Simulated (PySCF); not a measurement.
**Stationary points of SiOCl**

All numbers come from PBE0/[Si def2-TZVP, O def2-TZVP, Cl def2-TZVP], no relativity, density fitting, PySCF.

Relaxations began from a few typed shapes; open shells are unrestricted. The search is not exhaustive: other isomers or separated fragments can lie lower, and high-lying points may rest on an excited occupation.

Q: Which is the lowest minimum found?
A. doublet C∞v: Si–Cl 2.147 Å, Si–O 1.517 Å; Cl–Si–O 180.0°
B. doublet Cs: Si–Cl 2.047 Å, Si–O 1.521 Å; Cl–Si–O 125.9°

A: B. The others lie at 73.5 (doublet C∞v, a saddle point) kJ/mol above it.
